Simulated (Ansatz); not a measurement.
Input and output for B(CO)H3 (CH3BO).

```yaml
crystal:
  periodic: [false, false, false]
  atoms:
    - {symbol: B, position_ang: [-0.011265, 0.002286, -0.532075]}
    - {symbol: C, position_ang: [0.013277, 0.006073, 0.972075]}
    - {symbol: O, position_ang: [0.039568, -0.001786, 2.115214]}
    - {symbol: H, position_ang: [1.159442, 0.003378, -0.863954]}
    - {symbol: H, position_ang: [-0.606124, 1.011610, -0.856624]}
    - {symbol: H, position_ang: [-0.594898, -1.021551, -0.834637]}
basis:
  gaussian: {orbitals: "6-31++G**"}
magnetization: {spin_polarized: false, initial_magnetization: 2}
hamiltonian: {xc: {name: rPW86-PBE}, dispersion: d4, pseudopotentials: {relativity: scalar}}
accuracy: high
scf: {omitted_lower_state_checks: [starts]}
```

```sh
$ ansatz run in.yaml --threads 2 --pin off --events-out ev --progress --plain --max-ram 4352MiB
```

Shortened log:

```
Functional definition: rPW86-PBE
  name "rPW86-PBE"
  cite "Murray, Lee & Langreth, J. Chem. Theory Comput. 5, 2754 (2009) doi:10.1021/ct900365q"
  cite "Perdew, Burke & Ernzerhof, Phys. Rev. Lett. 77, 3865 (1996) doi:10.1103/PhysRevLett.77.3865"
  parent pbe
  exchange = rpw86_x
  correlation = pbe_c
these checks for a lower state are left out or cut short: starts
1505 factors; integrals over basis functions are off by at most 3.5e-9 eV
mean field evaluation 1: about -3807.2960 eV, gradient 4.1e1 eV
mean field evaluation 2: about -3807.2904 eV, gradient 4.1e1 eV
mean field evaluation 4: about -3811.2414 eV, gradient 2.0e1 eV
mean field evaluation 8: about -3812.4491 eV, gradient 5.9e0 eV
mean field evaluation 16: about -3812.8700 eV, gradient 3.5e-1 eV
mean field -3812.87913178 eV, -140.1207236305 hartree, gradient 5.5e-8 eV, S^2 2.000000; 0 other end points of the search recorded, 0 dependent functions left out
reference -3812.87914578 eV, -140.1207241452 hartree; 12, 10 occupied and 63, 65 virtual orbitals, 1505 factors
Total energy: -3812.95078358 eV, -140.1233567856 hartree
Relativity: scalar
Checks for a lower state left out: starts
```

It took 13 s on 2 threads of AMD EPYC 7R43 on a shared host.

The 6-31G sets use Cartesian d functions.

With spin_polarized false and unpaired electrons the run is restricted open-shell.
